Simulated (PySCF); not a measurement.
**What PySCF settings do for LiN**

Base input, run as `OMP_NUM_THREADS=1 python input.py` with PySCF 2.14:

```python
from pyscf import gto, dft

mol = gto.M(
    atom='Li 0 0 0; N 0 0 1.843',
    basis='ano-rcc-vdzp',
    charge=0,
    spin=2,
    verbose=4,
)
mf = dft.UKS(mol, xc='revpbe')
mf = mf.sfx2c1e()
mf.kernel()
g = mf.nuc_grad_method()
g.grid_response = True
g.kernel()
mf.dip_moment()
print('orbital energies (hartree):', [e[max(0, n-3):n+3].round(4) for e, n in zip(mf.mo_energy, mol.nelec)])
```

Base result: E(SCF) = -62.159626 Eh, 11 cycles, ⟨S²⟩ = 2.038, μz(SCF) = -5.71 D, gradient on the second atom -0.0078 Eh/bohr. The bond length is a typed value, not an optimised one. No search for the lowest solution was made.

Hardware: Intel Xeon Platinum 8488C, 1 thread, shared host. Wall time 4.5 s, peak memory 0.21 GiB.

Each row names what differs from the base; energies in brackets are changes from the base.

| change | result | wall time (s) |
| --- | --- | --- |
| step after the SCF: gradient → ccsd(t); SCF type: UKS → UHF; functional: revpbe → none (Hartree–Fock); frozen orbitals: default → 1 | E(SCF) = -61.856034 Eh, 12 cycles, E(CCSD) − E(SCF) = -0.15331 Eh, (T) = -0.00259 Eh, ⟨S²⟩ = 2.021, μz(SCF) = -7.27 D | 1.8 |
| damping: none → 0.95 | E(SCF) = -62.159626 Eh (+0.0000 eV), 18 cycles, ⟨S²⟩ = 2.038, μz(SCF) = -5.71 D, gradient on the second atom -0.0078 Eh/bohr | 5.6 |
| step after the SCF: gradient → tda; number of roots: default → 4 | E(SCF) = -62.159626 Eh (+0.0000 eV), 11 cycles, ⟨S²⟩ = 2.038, μz(SCF) = -5.71 D, first excitations without spin–orbit coupling 0.61, 0.61, 1.30, 2.66 eV | 5.1 |
| length unit: angstrom → bohr [unsound on purpose] | E(SCF) = -61.726112 Eh (+11.7965 eV), 9 cycles, ⟨S²⟩ = 2.006, μz(SCF) = -3.01 D, gradient on the second atom -1.0049 Eh/bohr | 4.5 |
| spin (2S): 2 → 3 [unsound on purpose] | stops with RuntimeError (Electron number 10 and spin 3 are not consistent) | 0.91 |
| density fitting: none → weigend | E(SCF) = -62.159652 Eh (-0.0007 eV), 11 cycles, ⟨S²⟩ = 2.037, μz(SCF) = -5.72 D, gradient on the second atom -0.0077 Eh/bohr | 2.8 |
| functional: revpbe → wb97 | E(SCF) = -62.155642 Eh, 10 cycles, ⟨S²⟩ = 2.017, μz(SCF) = -6.82 D, gradient on the second atom -0.0011 Eh/bohr | 9.3 |
| step after the SCF: gradient → optimize | E(SCF) = -62.159626 Eh (+0.0000 eV), 11 cycles, ⟨S²⟩ = 2.038, all at the start geometry; optimised bond 1.901 Å with E = -62.160027 Eh after 5 steps | 19 |
| smearing width (hartree): none → 0.005; step after the SCF: gradient → none [smearing does not keep the typed spin] | E(SCF) = -62.103386 Eh (+1.5303 eV), 14 cycles, μz(SCF) = -6.07 D | 2.3 |
| functional: revpbe → mn15l | E(SCF) = -62.148793 Eh, 10 cycles, ⟨S²⟩ = 2.068, μz(SCF) = -5.93 D, gradient on the second atom -0.0109 Eh/bohr | 4.9 |
| basis set: ano-rcc-vdzp → minao; spin-free X2C: on → off | E(SCF) = -62.078466 Eh, 13 cycles, ⟨S²⟩ = 2.272, μz(SCF) = -3.26 D, gradient on the second atom -0.0424 Eh/bohr | 1.4 |
| PCM solvent, dielectric constant: none → 78.36 | E(SCF) = -62.185859 Eh (-0.7138 eV), 8 cycles, ⟨S²⟩ = 2.004, μz(SCF) = -7.50 D, gradient on the second atom -0.0079 Eh/bohr | 6.2 |
| functional: revpbe → m06 | E(SCF) = -62.145066 Eh, 11 cycles, ⟨S²⟩ = 2.030, μz(SCF) = -6.43 D, gradient on the second atom -0.0027 Eh/bohr | 5.3 |
| SCF type: UKS → ROKS | E(SCF) = -62.157217 Eh (+0.0655 eV), 9 cycles, μz(SCF) = -6.01 D, gradient on the second atom -0.0060 Eh/bohr | 4.6 |
| functional: revpbe → hse06 | E(SCF) = -62.098742 Eh, 9 cycles, ⟨S²⟩ = 2.018, μz(SCF) = -6.47 D, gradient on the second atom -0.0014 Eh/bohr | 11 |
| PCM solvent, dielectric constant: none → 20.5 | E(SCF) = -62.184689 Eh (-0.6820 eV), 8 cycles, ⟨S²⟩ = 2.005, μz(SCF) = -7.45 D, gradient on the second atom -0.0077 Eh/bohr | 6.8 |
| integration grid: default → (99, 590) | E(SCF) = -62.159628 Eh (-0.0001 eV), 11 cycles, ⟨S²⟩ = 2.038, μz(SCF) = -5.71 D, gradient on the second atom -0.0078 Eh/bohr | 6.8 |
| functional: revpbe → m062x | E(SCF) = -62.151494 Eh, 10 cycles, ⟨S²⟩ = 2.026, μz(SCF) = -6.58 D, gradient on the second atom -0.0004 Eh/bohr | 4.8 |
| basis set: ano-rcc-vdzp → 6-31g(3d) | E(SCF) = -62.145658 Eh (+0.3801 eV), 10 cycles, ⟨S²⟩ = 2.017, μz(SCF) = -5.98 D, gradient on the second atom -0.0107 Eh/bohr | 2.7 |
| geometry: bond 1.843 → bond 2.064 | E(SCF) = -62.157810 Eh (+0.0494 eV), 12 cycles, ⟨S²⟩ = 2.103, μz(SCF) = -5.29 D, gradient on the second atom 0.0125 Eh/bohr | 4.5 |
| spin (2S): 2 → 4 [a high spin state] | E(SCF) = -62.078972 Eh (+2.1947 eV), 8 cycles, ⟨S²⟩ = 6.002, μz(SCF) = 3.73 D, gradient on the second atom -0.0338 Eh/bohr | 4.7 |

Q: Order these changes by how far they move the SCF energy from the base, largest first: (1) PCM solvent, dielectric constant: none → 20.5; (2) PCM solvent, dielectric constant: none → 78.36; (3) SCF type: UKS → ROKS; (4) geometry: bond 1.843 → bond 2.064.

A: (2) -0.7138 eV, (1) -0.6820 eV, (3) +0.0655 eV, (4) +0.0494 eV.
